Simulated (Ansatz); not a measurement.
# Abstraction of F: C3H5F + C3H6F → C3H5 + C3H6F2

Species: C3H5F (allyl fluoride) `C=CCF`, singlet; C3H6F `C[CH]CF`, doublet; C3H5 `[CH2]C=C`, doublet; C3H6F2 `CC(F)CF`, singlet. A radical takes F: the energy is the difference in strength between two C–F bonds in different surroundings.

Shapes, held fixed at every level: PBE0-D4/def2-TZVP. Flexible molecules stand in one conformer, not always the lowest. Programs: Ansatz 0.2.0. Electronic energies: no zero-point or thermal term.

```
              level                    kind  ΔE (kJ/mol)  CPU time (sum over the molecules)
      HF/def2-TZVPP            Hartree–Fock        -82.0                                  –
  PBE-D4/def2-TZVPP                     GGA        -66.4                               19 s
B3LYP-D4/def2-TZVPP           global hybrid        -68.3                               28 s
 PBE0-D4/def2-TZVPP           global hybrid        -68.2                               22 s
 wB97M-V/def2-TZVPP  range-separated hybrid        -68.5                               72 s
 wB97X-V/def2-TZVPP  range-separated hybrid        -68.7                               56 s
  B2PLYP/def2-TZVPP           double hybrid        -65.7                               35 s
```

B2PLYP/def2-TZVPP gives ΔE = -65.7 kJ/mol; the levels span -82.0 to -65.7. The median of the levels is -68.3. No measured value is set beside it here. Spin contamination: C3H5 (⟨S²⟩ up to 0.95). Open shells run unrestricted unless RO is named. Times are processor times on shared x86 and Arm servers, and rough.
